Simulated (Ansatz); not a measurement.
C2H3N3 (`c1nc[nH]n1`), charge 0, multiplicity 1.

Give a relaxed structure at PBE0-D4/def2-TZVP (the Gaussian-basis code of Ansatz). (Estimate.)

The calculation gave: 
Cartesian coordinates in Å:
```
C 0.432 0.525 -1.031
N 1.171 -0.313 -0.265
C 0.341 -0.626 0.703
N -0.830 -0.002 0.515
N -0.791 0.744 -0.598
H 0.804 0.986 -1.933
H 0.540 -1.282 1.537
H -1.666 -0.032 1.073
```
Point group Cs.
